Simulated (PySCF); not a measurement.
Proton affinity of methanol, site by site

Parent: methanol, `CO` (CH4O). Optimised structure (Å), atoms numbered from 1:
```
C    -0.3616    0.0013    0.0098
O     0.9150   -0.4168   -0.4060
H    -0.4942   -0.1152    1.0909
H    -1.0786   -0.6360   -0.5042
H    -0.5551    1.0445   -0.2625
H     1.5807    0.1262    0.0289
```

Computed at ωB97X-D3(BJ)/def2-TZVP // GFN2-xTB with PySCF (density fitting, grid level 2). Zero-point and thermal terms (298.15 K, 1 bar) come from unscaled GFN2-xTB harmonic frequencies, with soft modes damped to free rotors in the entropy.

```csv
site,product,PA / kcal/mol,GB / kcal/mol
O2 (hydroxyl oxygen),C[OH2+],181.9,174.5
```

PA is −ΔH and GB is −ΔG of B + H⁺ → BH⁺ in the gas phase. Sites whose products fell apart, merged with another or lost in a GFN2-xTB screen aren't listed.

In water the product from O2 is solvated 71.8 kcal/mol more strongly than the parent (electrostatics only).

Measured values (NIST Chemistry WebBook, evaluated or the median of agreeing entries): proton affinity (−ΔH) 754 kJ/mol (computed 761, difference 7); gas-phase basicity (−ΔG) 725 kJ/mol (computed 730, difference 5).

Hardware: 1 thread of Arm Neoverse N1, shared with other jobs. Command: `OMP_NUM_THREADS=1 python redox_run.py task.json out`. Structures, frequencies and single points: 11 s.
